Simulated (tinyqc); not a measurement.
Inside a calculation (part 1 of 2). Method: UKS/BLYP in the sto-3g basis, for BH, spin multiplicity 3. Computed by tinyqc, a small Python program that keeps every step (integrals from PySCF). Settings: charge = 0, multiplicity = 3, basis = sto-3g, energy threshold = 1e-09, iteration cap = 85, orthogonalisation = symmetric, start = random, DIIS depth = 8, method = UKS, functional = blyp, grid = [20, 14]. Command: `OMP_NUM_THREADS=1 python tinyqc.py 20757 20758 out.jsonl` (the two numbers bound the seeds that draw the settings). One thread of a shared host (Intel(R) Xeon(R) Processor @ 2.60GHz), about 3 s of CPU time with the checks. Later iterations appear only in the table of the cycle.

## One-electron integrals

Geometry (angstrom):
```
atom         x         y         z
B     0.000000  0.000000  0.000000
H     0.000000  0.000000  2.250000
```

Basis sto-3g: exponents (1/bohr^2) and contraction coefficients of normalised primitives:
```
element  l (shell)   exponent  coefficient
B            s (1)  48.791113     0.154329
B            s (1)   8.887362     0.535328
B            s (1)   2.405267     0.444635
B            s (2)   2.236956    -0.099967
B            s (2)   0.519821     0.399513
B            s (2)   0.169062     0.700115
B            p (3)   2.236956     0.155916
B            p (3)   0.519821     0.607684
B            p (3)   0.169062     0.391957
H            s (1)   3.425251     0.154329
H            s (1)   0.623914     0.535328
H            s (1)   0.168855     0.444635
```

Overlap, kinetic and nuclear-attraction integrals over the contracted functions; the nuclear repulsion is the sum of Za Zb / Rab.

nuclear repulsion = 1.17594936 hartree

overlap S, order 1B 1s, 1B 2s, 1B 2px, 1B 2py, 1B 2pz, 2H 1s:
```
[[1.000000, 0.269328, 0.000000, 0.000000, 0.000000, 0.005806],
 [0.269328, 1.000000, 0.000000, 0.000000, 0.000000, 0.108766],
 [0.000000, 0.000000, 1.000000, 0.000000, 0.000000, 0.000000],
 [0.000000, 0.000000, 0.000000, 1.000000, 0.000000, 0.000000],
 [0.000000, 0.000000, 0.000000, 0.000000, 1.000000, 0.147983],
 [0.005806, 0.108766, 0.000000, 0.000000, 0.147983, 1.000000]]
```

kinetic energy T (hartree), order 1B 1s, 1B 2s, 1B 2px, 1B 2py, 1B 2pz, 2H 1s:
```
[[10.826302, -0.047967, 0.000000, 0.000000, 0.000000, -0.002789],
 [-0.047967, 0.359168, 0.000000, 0.000000, 0.000000, -0.012200],
 [0.000000, 0.000000, 1.123881, 0.000000, 0.000000, 0.000000],
 [0.000000, 0.000000, 0.000000, 1.123881, 0.000000, 0.000000],
 [0.000000, 0.000000, 0.000000, 0.000000, 1.123881, 0.002792],
 [-0.002789, -0.012200, 0.000000, 0.000000, 0.002792, 0.760032]]
```

nuclear attraction V (hartree), order 1B 1s, 1B 2s, 1B 2px, 1B 2py, 1B 2pz, 2H 1s:
```
[[-23.382578, -3.202705, 0.000000, 0.000000, -0.005198, -0.068398],
 [-3.202705, -4.006768, 0.000000, 0.000000, -0.053076, -0.291551],
 [0.000000, 0.000000, -3.967936, 0.000000, 0.000000, 0.000000],
 [0.000000, 0.000000, 0.000000, -3.967936, 0.000000, 0.000000],
 [-0.005198, -0.053076, 0.000000, 0.000000, -3.993741, -0.369919],
 [-0.068398, -0.291551, 0.000000, 0.000000, -0.369919, -2.402453]]
```

core Hamiltonian H = T + V (hartree), order 1B 1s, 1B 2s, 1B 2px, 1B 2py, 1B 2pz, 2H 1s:
```
[[-12.556276, -3.250673, 0.000000, 0.000000, -0.005198, -0.071188],
 [-3.250673, -3.647600, 0.000000, 0.000000, -0.053076, -0.303752],
 [0.000000, 0.000000, -2.844055, 0.000000, 0.000000, 0.000000],
 [0.000000, 0.000000, 0.000000, -2.844055, 0.000000, 0.000000],
 [-0.005198, -0.053076, 0.000000, 0.000000, -2.869860, -0.367127],
 [-0.071188, -0.303752, 0.000000, 0.000000, -0.367127, -1.642421]]
```

## Two-electron integrals

Functions are numbered as in S; the eight-fold symmetry (ij|kl) = (ji|kl) = (kl|ij) leaves the list below.

Two-electron integrals (ij|kl) in chemists' order, unique and non-zero (hartree):
```
(11|11) 2.923513   (21|11) 0.518376   (21|21) 0.109262   (22|11) 0.744229
(22|21) 0.193177   (22|22) 0.544804   (31|31) 0.020264   (32|31) 0.029996
(32|32) 0.120346   (33|11) 0.742491   (33|21) 0.193240   (33|22) 0.544682
(33|33) 0.586773   (41|41) 0.020264   (42|41) 0.029996   (42|42) 0.120346
(43|43) 0.031630   (44|11) 0.742491   (44|21) 0.193240   (44|22) 0.544682
(44|33) 0.523513   (44|44) 0.586773   (51|51) 0.020264   (52|51) 0.029996
(52|52) 0.120346   (53|53) 0.031630   (54|54) 0.031630   (55|11) 0.742491
(55|21) 0.193240   (55|22) 0.544682   (55|33) 0.523513   (55|44) 0.523513
(55|55) 0.586773   (61|11) 0.010997   (61|21) 0.002319   (61|22) 0.004142
(61|33) 0.004122   (61|44) 0.004122   (61|51) 0.000193   (61|52) 0.000358
(61|55) 0.004183   (61|61) 0.000051   (62|11) 0.046492   (62|21) 0.012369
(62|22) 0.041216   (62|33) 0.039935   (62|44) 0.039935   (62|51) 0.001338
(62|52) 0.009685   (62|55) 0.043731   (62|61) 0.000285   (62|62) 0.005855
(63|31) 0.000889   (63|32) 0.004819   (63|53) 0.001607   (63|63) 0.000451
(64|41) 0.000889   (64|42) 0.004819   (64|54) 0.001607   (64|64) 0.000451
(65|11) 0.055590   (65|21) 0.014908   (65|22) 0.051691   (65|33) 0.049396
(65|44) 0.049396   (65|51) 0.002108   (65|52) 0.014829   (65|55) 0.056221
(65|61) 0.000351   (65|62) 0.008322   (65|65) 0.012058   (66|11) 0.235163
(66|21) 0.063332   (66|22) 0.234553   (66|33) 0.226375   (66|44) 0.226375
(66|51) 0.005187   (66|52) 0.052135   (66|55) 0.250741   (66|61) 0.001440
(66|62) 0.049978   (66|65) 0.076636   (66|66) 0.774606
```

## Orthogonalisation

S = U s U^T; symmetric (Loewdin) form X = U s^(-1/2) U^T, so that X^T S X = 1.

eigenvalues of S: [0.705284, 0.863420, 1.000000, 1.000000, 1.131740, 1.299555]

X, order 1B 1s, 1B 2s, 1B 2px, 1B 2py, 1B 2pz, 2H 1s:
```
[[1.028897, -0.142011, 0.000000, 0.000000, -0.001128, 0.008793],
 [-0.142011, 1.033690, 0.000000, 0.000000, 0.006461, -0.057630],
 [0.000000, 0.000000, 1.000000, 0.000000, 0.000000, 0.000000],
 [0.000000, 0.000000, 0.000000, 1.000000, 0.000000, 0.000000],
 [-0.001128, 0.006461, 0.000000, 0.000000, 1.008423, -0.075616],
 [0.008793, -0.057630, 0.000000, 0.000000, -0.075616, 1.013128]]
```

## Starting guess

The start is random orthonormal orbitals; D(s) = C_occ C_occ^T for each spin.

D(alpha) at the start, order 1B 1s, 1B 2s, 1B 2px, 1B 2py, 1B 2pz, 2H 1s:
```
[[0.795771, 0.044567, -0.210718, 0.181626, -0.226232, -0.091901],
 [0.044567, 0.656845, 0.337469, -0.164118, 0.164502, 0.125290],
 [-0.210718, 0.337469, 0.610282, -0.007743, 0.156227, -0.369763],
 [0.181626, -0.164118, -0.007743, 0.795754, 0.340110, -0.097197],
 [-0.226232, 0.164502, 0.156227, 0.340110, 0.403570, 0.143349],
 [-0.091901, 0.125290, -0.369763, -0.097197, 0.143349, 0.645158]]
```

D(beta) at the start, order 1B 1s, 1B 2s, 1B 2px, 1B 2py, 1B 2pz, 2H 1s:
```
[[0.291295, -0.040340, -0.101013, -0.260339, -0.326875, -0.119008],
 [-0.040340, 0.570847, 0.164446, -0.268105, 0.131951, 0.300779],
 [-0.101013, 0.164446, 0.075076, 0.009319, 0.136424, 0.116941],
 [-0.260339, -0.268105, 0.009319, 0.396335, 0.245493, -0.046616],
 [-0.326875, 0.131951, 0.136424, 0.245493, 0.380093, 0.177141],
 [-0.119008, 0.300779, 0.116941, -0.046616, 0.177141, 0.191608]]
```

## Iteration 1: exchange-correlation on the grid

Becke grid with 20 radial and 14 angular points per atom, points of zero weight dropped. rho = sum D_ij phi_i phi_j; V_xc,ij = sum w v_xc phi_i phi_j plus the gradient terms; v_xc is d(rho eps)/d rho(s) for spin s at fixed gradient.

The 12 grid points with the largest w rho, of 552 (bohr, atomic units):
```
x                  y          z         w  rho(alpha)  rho(beta)     eps_xc  v_xc(alpha)
0.871542    0.871542   0.871542  0.947428    0.081628   0.046125  -0.430806    -0.550913
0.871542   -0.871542   0.871542  0.947428    0.068580   0.047949  -0.417056    -0.523978
0.871542   -0.871542  -0.871542  0.948142    0.070252   0.044860  -0.418416    -0.525629
1.154176    1.154176   1.154176  2.022271    0.033354   0.019530  -0.343958    -0.403424
0.000000   -1.509555   0.000000  0.842787    0.072187   0.054372  -0.427329    -0.534771
1.154176   -1.154176   1.154176  2.022271    0.028033   0.019942  -0.332387    -0.385630
1.154176   -1.154176  -1.154176  2.033908    0.028727   0.018063  -0.332577    -0.385599
-0.871542  -0.871542  -0.871542  0.948142    0.055491   0.043378  -0.398836    -0.489920
0.000000   -1.999091   0.000000  1.807839    0.029610   0.021965  -0.339713    -0.393494
0.641895    0.641895   0.641895  0.414746    0.140914   0.072128  -0.496760    -0.665400
0.641895   -0.641895  -0.641895  0.414775    0.121972   0.083461  -0.492356    -0.638483
1.509555    0.000000   0.000000  0.842787    0.072496   0.027639  -0.409582    -0.520200
```

electrons on the grid, sum of w rho = 5.995098

E_xc = sum of w rho eps_xc = -3.27625486 hartree

V_xc(alpha) (hartree), order 1B 1s, 1B 2s, 1B 2px, 1B 2py, 1B 2pz, 2H 1s:
```
[[-1.800877, -0.287964, -0.000108, -0.001623, 0.005209, -0.006118],
 [-0.287964, -0.474492, -0.034557, 0.022321, -0.021237, -0.038735],
 [-0.000108, -0.034557, -0.469350, 0.000100, -0.010752, -0.001481],
 [-0.001623, 0.022321, 0.000100, -0.489248, -0.033182, -0.000288],
 [0.005209, -0.021237, -0.010752, -0.033182, -0.455596, -0.051836],
 [-0.006118, -0.038735, -0.001481, -0.000288, -0.051836, -0.458377]]
```

V_xc(beta) (hartree), order 1B 1s, 1B 2s, 1B 2px, 1B 2py, 1B 2pz, 2H 1s:
```
[[-1.366687, -0.224622, 0.000002, 0.026417, 0.017650, -0.004719],
 [-0.224622, -0.411991, -0.032334, 0.056244, -0.020042, -0.034873],
 [0.000002, -0.032334, -0.384007, -0.004496, -0.014662, -0.001598],
 [0.026417, 0.056244, -0.004496, -0.418526, -0.032607, 0.000545],
 [0.017650, -0.020042, -0.014662, -0.032607, -0.425797, -0.046866],
 [-0.004719, -0.034873, -0.001598, 0.000545, -0.046866, -0.364155]]
```

## Iteration 1: building the Kohn-Sham matrix

J_ij = sum D_kl (ij|kl) with D = D(alpha) + D(beta); F = H + J + V_xc; E = tr D H + tr D J / 2 + E_xc + E_nn.

Coulomb J (hartree), order 1B 1s, 1B 2s, 1B 2px, 1B 2py, 1B 2pz, 2H 1s:
```
[[6.339356, 1.387940, 0.017028, -0.029376, 0.002119, 0.029725],
 [1.387940, 3.191743, 0.099669, -0.110140, 0.099403, 0.266776],
 [0.017028, 0.099669, 3.167330, 0.000100, 0.017700, 0.004996],
 [-0.029376, -0.110140, 0.000100, 3.199386, 0.036583, -0.002553],
 [0.002119, 0.099403, 0.017700, 0.036583, 3.201522, 0.346072],
 [0.029725, 0.266776, 0.004996, -0.002553, 0.346072, 1.930076]]
```

F(alpha) (hartree), order 1B 1s, 1B 2s, 1B 2px, 1B 2py, 1B 2pz, 2H 1s:
```
[[-8.017796, -2.150696, 0.016919, -0.030999, 0.002131, -0.047580],
 [-2.150696, -0.930349, 0.065111, -0.087820, 0.025091, -0.075711],
 [0.016919, 0.065111, -0.146075, 0.000199, 0.006948, 0.003515],
 [-0.030999, -0.087820, 0.000199, -0.133917, 0.003401, -0.002842],
 [0.002131, 0.025091, 0.006948, 0.003401, -0.123935, -0.072891],
 [-0.047580, -0.075711, 0.003515, -0.002842, -0.072891, -0.170721]]
```

F(beta) (hartree), order 1B 1s, 1B 2s, 1B 2px, 1B 2py, 1B 2pz, 2H 1s:
```
[[-7.583606, -2.087354, 0.017030, -0.002959, 0.014571, -0.046181],
 [-2.087354, -0.867848, 0.067334, -0.053897, 0.026285, -0.071849],
 [0.017030, 0.067334, -0.060732, -0.004396, 0.003038, 0.003398],
 [-0.002959, -0.053897, -0.004396, -0.063196, 0.003975, -0.002008],
 [0.014571, 0.026285, 0.003038, 0.003975, -0.094136, -0.067921],
 [-0.046181, -0.071849, 0.003398, -0.002008, -0.067921, -0.076499]]
```

total energy of this density = -18.87613437 hartree

## Iteration 1: diagonalisation and new density

Diagonalise F' = X^T F X, C = X C', fill 4 alpha and 2 beta electrons from the bottom; D(s) = C_occ C_occ^T. Each column has its largest component positive (the first on a tie).

F' = X^T F X (alpha) (hartree):
```
[[-7.878821, -1.021071, 0.008185, -0.019452, -0.003379, 0.010097],
 [-1.021071, -0.516310, 0.064745, -0.086191, 0.030986, -0.037100],
 [0.008185, 0.064745, -0.146075, 0.000199, 0.007143, -0.000568],
 [-0.019452, -0.086191, 0.000199, -0.133917, 0.003112, 0.001652],
 [-0.003379, 0.030986, 0.007143, 0.003112, -0.115521, -0.054384],
 [0.010097, -0.037100, -0.000568, 0.001652, -0.054384, -0.158095]]
```

orbital energies (alpha) (hartree): [-8.017965, -0.422523, -0.195113, -0.143003, -0.107090, -0.063044]

coefficients C (alpha), order 1B 1s, 1B 2s, 1B 2px, 1B 2py, 1B 2pz, 2H 1s:
```
[[1.000311, -0.260405, 0.017455, -0.012630, 0.063308, -0.077263],
 [-0.001201, 0.963570, -0.080588, 0.044521, -0.245115, 0.308253],
 [-0.002140, -0.210213, -0.027933, 0.883042, -0.325147, 0.263708],
 [0.003920, 0.266951, -0.099261, 0.441140, 0.801168, -0.287043],
 [-0.000308, -0.074829, 0.517938, -0.079318, 0.405239, 0.760466],
 [0.000299, 0.070059, 0.780362, 0.139447, -0.216961, -0.595948]]
```

F' = X^T F X (beta) (hartree):
```
[[-7.436431, -1.025025, 0.007986, 0.004587, 0.009109, 0.011480],
 [-1.025025, -0.459501, 0.067008, -0.055151, 0.030829, -0.041837],
 [0.007986, 0.067008, -0.060732, -0.004396, 0.003223, -0.000518],
 [0.004587, -0.055151, -0.004396, -0.063196, 0.003816, 0.000745],
 [0.009109, 0.030829, 0.003223, 0.003816, -0.085451, -0.058708],
 [0.011480, -0.041837, -0.000518, 0.000745, -0.058708, -0.062228]]
```

orbital energies (beta) (hartree): [-7.583976, -0.345501, -0.133848, -0.066395, -0.038830, 0.001011]

coefficients C (beta), order 1B 1s, 1B 2s, 1B 2px, 1B 2py, 1B 2pz, 2H 1s:
```
[[0.998170, -0.271633, 0.010394, 0.003864, -0.051395, 0.077344],
 [0.006702, 0.981418, -0.045423, -0.011368, 0.183334, -0.304986],
 [-0.002318, -0.213063, -0.021620, 0.655583, 0.652045, -0.314928],
 [0.000440, 0.182922, -0.060455, 0.751009, -0.594903, 0.212039],
 [-0.001949, -0.081896, 0.734525, 0.008514, -0.309042, -0.617139],
 [-0.000112, 0.079366, 0.578247, 0.077438, 0.334188, 0.759734]]
```

D(alpha) after iteration 1, order 1B 1s, 1B 2s, 1B 2px, 1B 2py, 1B 2pz, 2H 1s:
```
[[1.068897, -0.254089, 0.040959, -0.072898, 0.029220, -0.006085],
 [-0.254089, 0.936944, -0.160987, 0.284861, -0.117373, 0.010827],
 [0.040959, -0.160987, 0.824737, 0.336193, -0.068778, 0.086612],
 [-0.072898, 0.284861, 0.336193, 0.275736, -0.106378, 0.002760],
 [0.029220, -0.117373, -0.068778, -0.106378, 0.280151, 0.387876],
 [-0.006085, 0.010827, 0.086612, 0.002760, 0.387876, 0.633318]]
```

D(beta) after iteration 1, order 1B 1s, 1B 2s, 1B 2px, 1B 2py, 1B 2pz, 2H 1s:
```
[[1.070128, -0.259896, 0.055561, -0.049248, 0.020300, -0.021670],
 [-0.259896, 0.963226, -0.209119, 0.179526, -0.080387, 0.077891],
 [0.055561, -0.209119, 0.045401, -0.038975, 0.017453, -0.016910],
 [-0.049248, 0.179526, -0.038975, 0.033461, -0.014981, 0.014518],
 [0.020300, -0.080387, 0.017453, -0.014981, 0.006711, -0.006500],
 [-0.021670, 0.077891, -0.016910, 0.014518, -0.006500, 0.006299]]
```

## Iteration 2: exchange-correlation on the grid

As before.

The 12 grid points with the largest w rho, of 552 (bohr, atomic units):
```
x                  y          z         w  rho(alpha)  rho(beta)     eps_xc  v_xc(alpha)
-1.509555   0.000000   0.000000  0.842787    0.078983   0.036483  -0.422532    -0.540103
-0.871542   0.871542  -0.871542  0.948142    0.056679   0.042521  -0.397833    -0.493044
0.871542    0.871542  -0.871542  0.948142    0.076112   0.021343  -0.412103    -0.523179
-1.999091   0.000000   0.000000  1.807839    0.032291   0.014597  -0.336128    -0.393138
-1.154176   1.154176  -1.154176  2.033908    0.022916   0.017053  -0.316198    -0.362230
1.154176    1.154176  -1.154176  2.033908    0.031126   0.008434  -0.328659    -0.377731
-0.871542   0.871542   0.871542  0.947428    0.045318   0.033777  -0.373445    -0.456878
0.000000    1.509555   0.000000  0.842787    0.054879   0.033721  -0.388143    -0.482474
-1.111795   0.000000   0.000000  0.368689    0.135447   0.062006  -0.488280    -0.654411
-0.871542  -0.871542  -0.871542  0.948142    0.052248   0.023903  -0.377199    -0.466910
-0.871542  -0.871542   0.871542  0.947428    0.057811   0.017472  -0.381821    -0.476098
-0.641895   0.641895  -0.641895  0.414775    0.096599   0.072288  -0.455504    -0.597134
```

electrons on the grid, sum of w rho = 5.997714

E_xc = sum of w rho eps_xc = -4.46919956 hartree

V_xc(alpha) (hartree), order 1B 1s, 1B 2s, 1B 2px, 1B 2py, 1B 2pz, 2H 1s:
```
[[-1.918919, -0.295755, 0.003931, -0.006500, 0.001864, -0.006283],
 [-0.295755, -0.460904, 0.026740, -0.045292, 0.011617, -0.035911],
 [0.003931, 0.026740, -0.488156, -0.033266, 0.005761, 0.001100],
 [-0.006500, -0.045292, -0.033266, -0.433776, 0.007876, -0.001212],
 [0.001864, 0.011617, 0.005761, 0.007876, -0.449948, -0.047908],
 [-0.006283, -0.035911, 0.001100, -0.001212, -0.047908, -0.443704]]
```

V_xc(beta) (hartree), order 1B 1s, 1B 2s, 1B 2px, 1B 2py, 1B 2pz, 2H 1s:
```
[[-1.906265, -0.285718, 0.004808, -0.004950, 0.001857, -0.006063],
 [-0.285718, -0.398716, 0.039241, -0.039219, 0.012884, -0.027507],
 [0.004808, 0.039241, -0.398933, -0.004736, 0.000880, 0.001583],
 [-0.004950, -0.039219, -0.004736, -0.390921, 0.001262, -0.001442],
 [0.001857, 0.012884, 0.000880, 0.001262, -0.396371, -0.034890],
 [-0.006063, -0.027507, 0.001583, -0.001442, -0.034890, -0.239817]]
```

## Iteration 2: building the Kohn-Sham matrix

As before.

Coulomb J (hartree), order 1B 1s, 1B 2s, 1B 2px, 1B 2py, 1B 2pz, 2H 1s:
```
[[8.423848, 1.700845, -0.018168, 0.022940, -0.004705, 0.036185],
 [1.700845, 3.423712, -0.082619, 0.104612, 0.001727, 0.260329],
 [-0.018168, -0.082619, 3.436496, 0.018802, -0.003023, -0.003497],
 [0.022940, 0.104612, 0.018802, 3.401012, -0.007622, 0.003884],
 [-0.004705, 0.001727, -0.003023, -0.007622, 3.421060, 0.330203],
 [0.036185, 0.260329, -0.003497, 0.003884, 0.330203, 1.765094]]
```

F(alpha) (hartree), order 1B 1s, 1B 2s, 1B 2px, 1B 2py, 1B 2pz, 2H 1s:
```
[[-6.051347, -1.845582, -0.014237, 0.016440, -0.008039, -0.041286],
 [-1.845582, -0.684793, -0.055879, 0.059320, -0.039732, -0.079333],
 [-0.014237, -0.055879, 0.104285, -0.014464, 0.002738, -0.002397],
 [0.016440, 0.059320, -0.014464, 0.123181, 0.000255, 0.002672],
 [-0.008039, -0.039732, 0.002738, 0.000255, 0.101252, -0.084832],
 [-0.041286, -0.079333, -0.002397, 0.002672, -0.084832, -0.321031]]
```

F(beta) (hartree), order 1B 1s, 1B 2s, 1B 2px, 1B 2py, 1B 2pz, 2H 1s:
```
[[-6.038692, -1.835546, -0.013360, 0.017990, -0.008046, -0.041066],
 [-1.835546, -0.622605, -0.043378, 0.065393, -0.038465, -0.070929],
 [-0.013360, -0.043378, 0.193509, 0.014066, -0.002143, -0.001915],
 [0.017990, 0.065393, 0.014066, 0.166035, -0.006360, 0.002442],
 [-0.008046, -0.038465, -0.002143, -0.006360, 0.154829, -0.071814],
 [-0.041066, -0.070929, -0.001915, 0.002442, -0.071814, -0.117144]]
```

total energy of this density = -24.58562686 hartree

## Iteration 2: DIIS over 2 matrices

error matrix X^T (FDS - SDF) X (alpha):
```
[[0.000000, 0.046479, 0.045626, -0.083313, 0.025533, -0.028626],
 [-0.046479, 0.000000, 0.067682, -0.135472, 0.027081, -0.004396],
 [-0.045626, -0.067682, 0.000000, -0.004927, 0.006149, 0.015740],
 [0.083313, 0.135472, 0.004927, 0.000000, 0.002822, 0.012445],
 [-0.025533, -0.027081, -0.006149, -0.002822, 0.000000, 0.158943],
 [0.028626, 0.004396, -0.015740, -0.012445, -0.158943, 0.000000]]
```

B (overlaps of the stored error matrices):
```
[[3.7872575e+01, 4.7048652e-02],
 [4.7048652e-02, 1.8502957e-01]]
```

Minimise |sum c_i e_i|^2 with sum c_i = 1: solve [B -1; -1 0][c; lambda] = [0; -1] with B_ij = tr e_i^T e_j summed over both spins, and take F = sum c_i F_i.

DIIS coefficients: [0.003635, 0.996365]

extrapolated F(alpha) (hartree), order 1B 1s, 1B 2s, 1B 2px, 1B 2py, 1B 2pz, 2H 1s:
```
[[-6.058494, -1.846691, -0.014124, 0.016268, -0.008002, -0.041309],
 [-1.846691, -0.685685, -0.055440, 0.058786, -0.039496, -0.079320],
 [-0.014124, -0.055440, 0.103375, -0.014411, 0.002753, -0.002375],
 [0.016268, 0.058786, -0.014411, 0.122246, 0.000266, 0.002652],
 [-0.008002, -0.039496, 0.002753, 0.000266, 0.100433, -0.084789],
 [-0.041309, -0.079320, -0.002375, 0.002652, -0.084789, -0.320485]]
```

extrapolated F(beta) (hartree), order 1B 1s, 1B 2s, 1B 2px, 1B 2py, 1B 2pz, 2H 1s:
```
[[-6.044308, -1.836461, -0.013249, 0.017914, -0.007963, -0.041085],
 [-1.836461, -0.623496, -0.042976, 0.064960, -0.038229, -0.070932],
 [-0.013249, -0.042976, 0.192585, 0.013999, -0.002124, -0.001896],
 [0.017914, 0.064960, 0.013999, 0.165202, -0.006322, 0.002426],
 [-0.007963, -0.038229, -0.002124, -0.006322, 0.153924, -0.071800],
 [-0.041085, -0.070932, -0.001896, 0.002426, -0.071800, -0.116996]]
```
